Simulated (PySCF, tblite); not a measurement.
# C₃H₆NO radical: infrared bands and EPR parameters

Aim: predict the infrared bands and EPR parameters of C₃H₆NO radical (`[H]/N=[C]/OCC`).

The runs use tblite 0.8.0 and PySCF 2.14.0, with density-fitted response routines of our own; the level of theory stands in each step. All values are computed, except where a source is named. Atoms count from 0, in the outputs and in this text.

## Step 1: The molecule as given

11 atoms, charge 0, multiplicity 2; geometry from: GFN2-xTB.

Bonds of the start (Å): C0–C1 1.52, C1–O2 1.46, O2–C3 1.28, C3–N4 1.25, C0–H5 1.09, C0–H6 1.09, C0–H7 1.09, C1–H8 1.09, C1–H9 1.09, N4–H10 1.01.

## Step 2: Infrared spectrum with GFN2-xTB

Job settings and geometry (Å):

```
{"job": {"kind": "ir", "xc": "GFN2-xTB", "basis": "xTB"}, "charge": 0, "multiplicity": 2}
C     -1.132935    -0.707636    -0.170725
C     -0.637652     0.691617     0.143749
O      0.484596     1.057391    -0.711647
C      1.650402     0.573230    -0.485912
N      2.065741    -0.206719     0.398086
H     -0.340051    -1.429682     0.010730
H     -1.980631    -0.947588     0.465893
H     -1.441421    -0.776075    -1.211371
H     -0.305901     0.762592     1.183351
H     -1.399135     1.445299    -0.062914
H      3.042410    -0.459757     0.414796
```

**Question.** This job is followed by: UKS B3LYP, pcH-1 on C H N O, non-relativistic, mean-field spin-orbit, GIAO. Predict these results of the whole session: strongest single infrared mode (GFN2-xTB); zero-point energy (GFN2-xTB); g(iso) (B3LYP); ⟨S²⟩; largest a(iso) (averaged by class).

**Answer**, as computed:

| quantity | value |
| --- | --- |
| strongest single infrared mode (GFN2-xTB) | 1821 cm⁻¹, 385 km/mol |
| zero-point energy (GFN2-xTB) | 54.7 kcal/mol |
| g(iso) (B3LYP) | 2.00145 |
| ⟨S²⟩ | 0.753 (exact 0.75) |
| largest a(iso) (averaged by class) | 13C on C3, 407.9 MHz |

What this shows: No mode is imaginary among the 27: a minimum at this level. The strongest single mode, at 1821 cm⁻¹, moves mainly C3 and N4. Unscaled tight-binding wavenumbers are off by several per cent, some by more. Its intensities can rank the bands wrongly. Most of the unpaired spin sits on C3 (0.73 e). The isotropic g lies 0.9 ppt below the free-electron value.
